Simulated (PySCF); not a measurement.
## Which basis set comes closest?

Molecule: `C=P(C)(C)C`, C$_{4}$H$_{11}$P.

Atoms are numbered as in `[CH2:1]=[P:2]([CH3:3])([CH3:4])[CH3:5]` (H(Xn): hydrogen on atom n).

Geometry PBE0-D3(BJ)/def2-SVP throughout; GIAO in PySCF 2.14, gas phase, one conformer, non-relativistic; equivalent atoms averaged; functional PBE0.

Reference values (measured; solution; E. Pretsch, P. Bühlmann, M. Badertscher, Structure Determination of Organic Compounds, 4th ed., Springer 2009): δ(C3/C4/C5) = 19.7 ppm, δ(C1) = -1.5 ppm. Computed shifts are taken against TMS, calculated as an isolated molecule at each level.

Question: How do the basis sets STO-3G, 6-31G, 6-31G*, def2-SVP, 6-311+G(2d,p), def2-TZVP perform against the reference? Times are CPU seconds on 1 thread of an Arm Neoverse V2, shared host.

Answer: 
```
    basis set  functions  C3/C4/C5     C1  mean abs. error C  core-s
       STO-3G         40      13.7  -10.4                7.5     2.7
        6-31G         71      18.5   -8.9                4.3     5.1
       6-31G*         96      18.0   -8.3                4.2     6.7
     def2-SVP        129      19.6   -8.4                3.5     8.5
6-311+G(2d,p)        209      20.7   -7.0                3.2      19
    def2-TZVP        227      20.7   -7.9                3.7      21
```

For 13C the closest is 6-311+G(2d,p) (3.2 ppm, with def2-SVP practically level) and the furthest STO-3G (7.5 ppm). Where a smaller basis beats a larger one, errors probably cancel. One molecule is a small sample, and vibrational and solvent effects are absent from the calculation.

A small basis that lands close on one nucleus may do so by chance; judge by the trend and by all nuclei.
